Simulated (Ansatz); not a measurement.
Born–Oppenheimer molecular dynamics of C₂H₄N (7 atoms, charge 0, multiplicity 2). It starts at the highest image of a converged band, a first-order saddle point between two minima.

These are results of UKS PBE/def2-SVP (Ansatz), not measurements.

| Item | Value |
| --- | --- |
| ensemble | NVE (velocity Verlet) |
| time step | 0.5 fs |
| steps asked | 200 |
| starting velocities drawn for | 100 K |
| seed | 9978 |

First frame:

```xyz
7
Properties=species:S:1:pos:R:3
C -0.632 0.344 -0.313
C 0.492 -0.398 0.344
N 1.757 -0.319 0.376
H -1.325 0.746 0.453
H -0.223 1.182 -0.920
H -1.212 -0.338 -0.966
H 1.143 -1.218 1.026
```

(1) How far do the bonds stretch over the last three quarters of this one trajectory? (Pairs bonded in most of those frames.)

Results:

(1) 
```json
{"bond": "C1–C2", "mean (Å)": "1.505", "spread (Å)": "0.048", "shortest": "1.40", "longest": "1.56"}
{"bond": "C1–H4", "mean (Å)": "1.112", "spread (Å)": "0.010", "shortest": "1.09", "longest": "1.13"}
{"bond": "C1–H5", "mean (Å)": "1.118", "spread (Å)": "0.011", "shortest": "1.10", "longest": "1.14"}
{"bond": "C1–H6", "mean (Å)": "1.110", "spread (Å)": "0.005", "shortest": "1.10", "longest": "1.13"}
{"bond": "C2–N3", "mean (Å)": "1.253", "spread (Å)": "0.045", "shortest": "1.16", "longest": "1.34"}
{"bond": "N3–H7", "mean (Å)": "1.081", "spread (Å)": "0.085", "shortest": "0.92", "longest": "1.24"}
```

Mean temperature of the second half: 1316 K. The conserved energy stayed within 0.82 meV per atom of its start (net change -0.3 meV per atom), so the integration is sound. The system heated up, since it started high on the potential surface and ran downhill. A run of 0.1 ps of so small a system gives no equilibrium averages.

Run time: 11 min on 1 thread of Intel(R) Xeon(R) Processor @ 2.50GHz (Skylake/Cascade Lake), on a shared host, peak memory 0.12 GiB.
